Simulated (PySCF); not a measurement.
Energies from PySCF, thermal terms from the rigid-rotor harmonic-oscillator model, ideal gas at 1 bar. 'Table' is the NASA 1993 thermochemical table (part measured, part estimated). S°(298 K) at PBE0/def2-TZVP differs from the NASA 1993 table for C2H5OH (-11 J/mol/K); whether the harmonic model or the table's entry is off was not settled. 6-31G* has spherical d functions here. All species are closed-shell singlets. No R ln 2 is added for the mirror-image form of C2H5OH. The harmonic model lacks anharmonicity and excited electronic states, which grow with temperature; levels with a mode under 35 cm⁻¹ are left out. Internal rotation in C2H5OH is treated as a harmonic vibration of one conformer, which makes the entropy rough.

Harmonic frequencies at HF/6-31G* (cm⁻¹): 279, 325, 452, 868, 966, 1150, 1196, 1246, 1401, 1509, 1547, 1579, 1634, 1641, 1674, 3183, 3195, 3247, 3274, 3284, 4089. Point group C1; S°(298 K) = 267.0 J/mol/K at this level.

**Question.** Work out Cp and S° of gaseous C2H5OH at 500, 800, 1200, 1600, 2000 K from these, and set them beside the table.

**Answer.** 
```json
[
 {"T (K)": "500", "Cp HF/6-31G*": "89.5", "Cp table": "95.6", "S° HF/6-31G*": "305.3", "S° table": "321.6"},
 {"T (K)": "800", "Cp HF/6-31G*": "123.5", "Cp table": "128.0", "S° HF/6-31G*": "355.3", "S° table": "374.3"},
 {"T (K)": "1200", "Cp HF/6-31G*": "152.6", "Cp table": "153.2", "S° HF/6-31G*": "411.4", "S° table": "431.4"},
 {"T (K)": "1600", "Cp HF/6-31G*": "170.2", "Cp table": "168.7", "S° HF/6-31G*": "457.9", "S° table": "477.8"},
 {"T (K)": "2000", "Cp HF/6-31G*": "181.1", "Cp table": "178.7", "S° HF/6-31G*": "497.1", "S° table": "516.6"}
]
```
Units J/mol/K.
